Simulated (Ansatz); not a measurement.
Born–Oppenheimer molecular dynamics of CH2NS (5 atoms, charge 0, multiplicity 2). It starts at the highest image of a converged band, a first-order saddle point between two minima.

Method: UKS PBE0-D4/def2-SVP in Ansatz 0.2.0.

| Property | Result |
| --- | --- |
| ensemble | NVE (velocity Verlet) |
| time step | 0.5 fs |
| steps asked | 200 |
| starting velocities drawn for | 100 K |
| seed | 4770 |

First frame:

```xyz
5
Properties=species:S:1:pos:R:3
H -0.280 -0.643 0.598
S 0.942 -0.326 1.197
C -0.857 0.531 -0.536
N -1.420 1.150 -1.349
H 1.616 -0.712 0.091
```

Problem. How far do the bonds stretch over the last three quarters of this one trajectory? (Pairs bonded in most of those frames.)

Solution. 
```json
{"bond": "H1–S2", "mean (Å)": "1.370", "spread (Å)": "0.017", "shortest": "1.34", "longest": "1.40"}
{"bond": "S2–H5", "mean (Å)": "1.350", "spread (Å)": "0.008", "shortest": "1.34", "longest": "1.36"}
{"bond": "C3–N4", "mean (Å)": "1.167", "spread (Å)": "0.008", "shortest": "1.15", "longest": "1.18"}
```

Pairs bonded in part of these frames only: S2–C3 13 %.

Mean temperature of the second half: 403 K. The conserved energy stayed within 0.037 meV per atom of its start (net change 0.023 meV per atom), so the integration is sound. The kinetic energy rose, since the run started high on the potential surface and went downhill. A run of 0.1 ps of so small a system gives no equilibrium averages.

Time of the run: 7.7 min on 1 thread of Intel(R) Xeon(R) Processor @ 2.70GHz (shared host), peak memory 0.14 GiB.
